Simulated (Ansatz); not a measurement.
# Si₂H₅+: functionals against CCSD(T) at one geometry

The task here is to estimate one member of a computed series from the others.

Method: single points in def2-TZVPP; program: Ansatz 0.2.0, Gaussian basis.

Correlated methods freeze the cores.

## The system as given

SMILES `[SiH2+][SiH3]`, 7 atoms, charge 1, spin multiplicity 1.

Atoms are counted from 1 here; the program's logs count them from 0.

Bond lengths: Si1–Si2 2.363 Å, Si1–H3 1.261 Å, Si1–H4 1.492 Å, Si2–H5 1.429 Å, Si2–H6 1.526 Å, Si2–H7 1.451 Å. Angles: Si2–Si1–H3 130.7°, Si2–Si1–H4 125.7°, H3–Si1–H4 103.6°, Si1–Si2–H5 97.9°, Si1–Si2–H6 106.4°, Si1–Si2–H7 112.9°, H5–Si2–H6 109.8°, H5–Si2–H7 122.4°, H6–Si2–H7 106.4°.

Coordinates:

```
Si   -0.4529   -1.2009    0.0889
Si    0.3602    1.0125   -0.0610
H    -0.2658   -2.0875    0.9654
H    -1.2906   -1.8918   -0.9346
H    -0.3708    1.4112   -1.2226
H    -0.1724    1.7513    1.1636
H     1.8072    1.0889    0.0105
```

The first run:

The input, run/in.yaml:

```yaml
crystal:
  periodic: [false, false, false]
  atoms:
    - {symbol: Si, position_ang: [-0.452900, -1.200900, 0.088900]}
    - {symbol: Si, position_ang: [0.360200, 1.012500, -0.061000]}
    - {symbol: H, position_ang: [-0.265800, -2.087500, 0.965400]}
    - {symbol: H, position_ang: [-1.290600, -1.891800, -0.934600]}
    - {symbol: H, position_ang: [-0.370800, 1.411200, -1.222600]}
    - {symbol: H, position_ang: [-0.172400, 1.751300, 1.163600]}
    - {symbol: H, position_ang: [1.807200, 1.088900, 0.010500]}
basis:
  gaussian: {orbitals: def2-TZVPP}
total_charge: 1
correlation: {method: ccsd_t}
output: {forces: true}
```

The command line of these runs was not kept.

Steps of the session up to this table: CCSD(T)/def2-TZVPP; PBE0-D4/def2-TZVPP; wB97M-V/def2-TZVPP; r2SCAN-D4/def2-TZVPP; PBE-D4/def2-TZVPP; revPBE-D4/def2-TZVPP; BHLYP-D4/def2-TZVPP.

One table of the session follows, with a row left open; its other results are not shown here.

```
   method  RMS force component (eV/Å)  angle to CCSD(T) forces (°)
  CCSD(T)                       2.032                    reference
  PBE0-D4                       2.063                          2.8
  wB97M-V                       2.005                          1.4
r2SCAN-D4                           ?                            ?
   PBE-D4                       2.089                          5.7
revPBE-D4                       2.092                          5.4
 BHLYP-D4                       1.990                          2.6
```

**Question.** Estimate the row for r2SCAN-D4.

**Answer.** RMS force component (eV/Å): 2.047; angle to CCSD(T) forces (°): 3.3. In the column «RMS force component (eV/Å)» it lies between CCSD(T) (2.032) and PBE0-D4 (2.063).
